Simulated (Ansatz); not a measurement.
**C₃H₆: a rigid scan of the angle H5–C1–H4**

Aim: the energy along the angle H5–C1–H4, from CCSD(T) and from cheaper methods, relative to the minimum. No other atom is relaxed.

Program: Ansatz 0.2.0, Gaussian basis. Level of theory: single points in def2-TZVPP. These are calculated values, not measurements.

Levels: PBE-D4, r2SCAN-D4, PBE0-D4, B3LYP-D4, wB97M-V, Hartree-Fock, MP2, CCSD, CCSD(T). The scan takes 96.3, 100.8, 105.3, 109.8, 114.3, 118.8, 123.3, 127.8, 132.3°.

Correlated methods freeze the cores. B3LYP uses VWN-RPA correlation.

28 further runs of the same task are left out: 28 set aside as unsound or not needed.

### Step 1. The starting structure

The minimum, relaxed at PBE0-D4: 9 atoms, charge 0, spin multiplicity 1.

Atoms are counted from 1 here; the program's logs count them from 0.

Bond lengths: C1–C2 1.497 Å, C1–C3 1.497 Å, C1–H4 1.083 Å, C1–H5 1.083 Å, C2–C3 1.497 Å, C2–H6 1.083 Å, C2–H7 1.083 Å, C3–H8 1.083 Å, C3–H9 1.083 Å. Angles: C2–C1–C3 60.0°, C2–C1–H4 118.0°, C2–C1–H5 118.0°, C3–C1–H4 118.0°, C3–C1–H5 118.0°, H4–C1–H5 114.3°, C1–C2–C3 60.0°, C1–C2–H6 118.0°, C1–C2–H7 118.0°, C3–C2–H6 118.0°, C3–C2–H7 118.0°, H6–C2–H7 114.3°, C1–C3–C2 60.0°, C1–C3–H8 118.0°, C1–C3–H9 118.0°, C2–C3–H8 118.0°, C2–C3–H9 118.0°, H8–C3–H9 114.3°.

Coordinates:

```xyz
9
C3H6
C    -0.5179    0.0193   -0.6860
C     0.7321    0.4696    0.0039
C    -0.1847   -0.5043    0.6764
H    -1.3334    0.7262   -0.7738
H    -0.4198   -0.6544   -1.5280
H     0.7661    1.4827    0.3849
H     1.6798    0.1020   -0.3691
H     0.1400   -1.5339    0.7603
H    -0.7737   -0.1534    1.5145
```

Energies of the minimum (eV), from earlier single points: PBE-D4 -3204.79965, r2SCAN-D4 -3207.21413, PBE0-D4 -3205.38706, B3LYP-D4 -3209.64542, wB97M-V -3207.36321, CCSD(T) -3202.03044.

At the minimum the angle H5–C1–H4 is 114.3°.

### Step 2. H5–C1–H4 = 96.3°

ccsdt-tzvpp/in.yaml

```yaml
crystal:
  periodic: [false, false, false]
  atoms:
    - {symbol: C, position_ang: [-0.517886, 0.019268, -0.685966]}
    - {symbol: C, position_ang: [0.732078, 0.469627, 0.003934]}
    - {symbol: C, position_ang: [-0.184666, -0.504328, 0.676392]}
    - {symbol: H, position_ang: [-1.333372, 0.726231, -0.773794]}
    - {symbol: H, position_ang: [-0.687247, -0.475861, -1.633956]}
    - {symbol: H, position_ang: [0.766123, 1.482662, 0.384892]}
    - {symbol: H, position_ang: [1.679807, 0.101970, -0.369115]}
    - {symbol: H, position_ang: [0.140014, -1.533928, 0.760279]}
    - {symbol: H, position_ang: [-0.773698, -0.153357, 1.514475]}
basis:
  gaussian: {orbitals: def2-TZVPP}
correlation: {method: ccsd_t}
```

The command line of these runs was not kept.

Further steps of the session: H5–C1–H4 = 100.8°; H5–C1–H4 = 105.3°; H5–C1–H4 = 109.8°; H5–C1–H4 = 114.3°; H5–C1–H4 = 118.8°; H5–C1–H4 = 123.3°; H5–C1–H4 = 127.8°; H5–C1–H4 = 132.3°.

**Question.** What will these runs give? Wanted: highest point, CCSD(T); lowest point, CCSD(T); minimum along the scan, CCSD(T); RMS deviation from CCSD(T); largest T1 diagnostic.

The runs gave:

```
                       quantity                                                                                                                      value
         highest point, CCSD(T)                                                                                                        0.302 eV at 132.3 °
          lowest point, CCSD(T)                                                                                                        0.000 eV at 114.3 °
minimum along the scan, CCSD(T)                                                                                                                    114.5 °
                curvature there                                                                                                              1.83 meV/deg²
     RMS deviation from CCSD(T)  PBE-D4 0.012, r2SCAN-D4 0.004, PBE0-D4 0.005, B3LYP-D4 0.009, wB97M-V 0.004, Hartree-Fock 0.022, MP2 0.004, CCSD 0.002 eV
          largest T1 diagnostic                                                                                                                      0.008
```

What this shows: A polynomial through the near points puts the CCSD(T) minimum 0.2° above the PBE0-D4 value. Curvature against CCSD(T): PBE-D4 -6 %, Hartree-Fock +12 %. CCSD follows the CCSD(T) curve best and Hartree-Fock worst.
